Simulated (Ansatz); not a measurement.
Two shapes of singlet CH2.

Shape 1:

```xyz
3

C     0.0429    0.0231   -0.1909
H    -0.0360    0.8966    0.5370
H     0.0445   -0.8464    0.5222
```

Shape 2:

```xyz
3

C     0.0019   -0.0058   -0.1717
H     0.0031    0.8537    0.5341
H    -0.0072   -0.8554    0.5365
```

Basis set: STO-3G (spherical functions). Left uncorrelated: 1 orbital. Charge 0, multiplicity 1.

Computed with Ansatz (development build ahead of 0.2.0); each method stands on the lowest determinant of its kind that the runs found.

(1) Which shape is lower in energy, and by how much in each method?

Answers

(1)

| method | E(2) − E(1) (eV) |
| --- | --- |
| RHF | 0.001 |
| RHF-MP2 | 0.035 |

Shape 1 is lower. Caution: in another basis set an unrestricted determinant lies well below; another spin multiplicity may lie lower.
